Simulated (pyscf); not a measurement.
Thermochemistry of product channels of H₃Si–PH–SiH₃ + H• on the doublet surface, in kJ/mol, from ωB97M-D3(BJ)/def2-TZVP energies (ideal gas, 1 atm, RRHO with modes under 100 cm⁻¹ raised to 100, one conformer, R ln 2 for chiral ones without a mode under 150 cm⁻¹). Single points on ωB97X-D3(BJ)/def2-SVP structures (PySCF, gas phase).

```csv
products,ΔE,ΔH(298 K),ΔG(298 K),ΔG(1200 K)
•H₂Si–PH–SiH₃ + H₂,-59.3,-55.9,-61.8,-78.5
SiH₄ + H₃Si–PH•,-87.1,-79.5,-90.0,-106.9
SiH₃• + H₃Si–PH₂,-44.4,-37.0,-50.6,-77.7
H₃Si–P•–SiH₃ + H₂,-94.3,-90.0,-94.3,-104.8
```

These are energies of the channels, which say nothing of barriers.
